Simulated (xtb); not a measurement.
Species: CHF$_{3}$, SMILES `FC(F)F` (charge 0, multiplicity 1).

Task: Give a relaxed geometry from GFN2-xTB run with xtb 6.7.1.

Result: the end point of this relaxation (outside a Z-matrix the atoms follow the SMILES, hydrogens last).
Z-matrix (Å, degrees):
```
C
F 1 1.3278
F 1 1.3278 2 108.41
F 1 1.3278 2 108.41 3 117.49
H 1 1.1039 2 110.51 4 121.26
```
